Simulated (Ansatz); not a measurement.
The inner images of a band of CH5B + H2 (9 atoms, charge 0, multiplicity 1) are given out of order.

Computed with RKS revPBE/def2-TZVP (Ansatz).

First end point:

```xyz
9
Properties=species:S:1:pos:R:3
B 0.067 0.480 0.428
C 0.071 0.548 1.987
H -0.878 0.275 2.472
H 0.912 0.036 2.478
H 0.215 1.631 2.204
H 1.095 0.348 -0.190
H -0.955 0.626 -0.196
H -0.432 -3.207 -0.186
H -0.444 -3.310 0.556
```

Last end point:

```xyz
9
Properties=species:S:1:pos:R:3
B -0.071 -0.458 -1.190
C -0.014 -0.148 2.863
H -0.932 0.085 3.417
H 0.829 -0.221 3.562
H 0.185 0.651 2.136
H 1.027 0.028 -1.240
H -1.042 0.248 -1.204
H -0.197 -1.651 -1.129
H -0.136 -1.105 2.339
```

Task: Put them in order from the first end to the last, with their energies above the first end.
A.
```xyz
9
Properties=species:S:1:pos:R:3
B -0.047 -0.437 -0.377
C -0.030 -0.142 2.254
H -0.968 -0.216 2.817
H 0.825 -0.465 2.860
H 0.121 0.885 1.907
H 1.062 0.018 -0.441
H -1.005 0.284 -0.450
H -0.201 -1.631 -0.430
H -0.109 -0.868 1.411
```
B.
```xyz
9
Properties=species:S:1:pos:R:3
B 0.034 0.241 0.410
C 0.049 0.396 1.964
H -0.897 0.154 2.470
H 0.891 -0.093 2.476
H 0.200 1.488 2.118
H 1.059 0.083 -0.207
H -0.991 0.357 -0.215
H -0.347 -2.551 -0.103
H -0.348 -2.646 0.640
```
C.
```xyz
9
Properties=species:S:1:pos:R:3
B -0.031 -0.273 0.168
C -0.017 -0.063 1.948
H -0.959 -0.269 2.475
H 0.823 -0.514 2.496
H 0.133 1.022 1.938
H 1.074 -0.019 -0.226
H -1.031 0.250 -0.240
H -0.190 -1.524 -0.042
H -0.151 -1.181 1.035
```
D.
```xyz
9
Properties=species:S:1:pos:R:3
B 0.003 -0.021 0.392
C 0.022 0.205 1.955
H -0.919 -0.029 2.475
H 0.862 -0.265 2.488
H 0.166 1.299 2.067
H 1.039 -0.103 -0.223
H -1.009 0.177 -0.237
H -0.273 -1.900 -0.061
H -0.244 -1.936 0.697
```
E.
```xyz
9
Properties=species:S:1:pos:R:3
B -0.063 -0.441 -0.800
C -0.019 -0.158 2.554
H -0.958 -0.050 3.112
H 0.806 -0.366 3.248
H 0.190 0.771 2.008
H 1.032 0.049 -0.851
H -1.039 0.259 -0.813
H -0.183 -1.636 -0.760
H -0.115 -1.000 1.854
```

Result: B (+0.02 eV), D (+0.08 eV), C (+0.50 eV), A (-0.09 eV), E (-0.12 eV).

Run time: 62 s on 2 threads of Arm Neoverse V2, with other jobs on the host, peak memory 0.14 GiB.
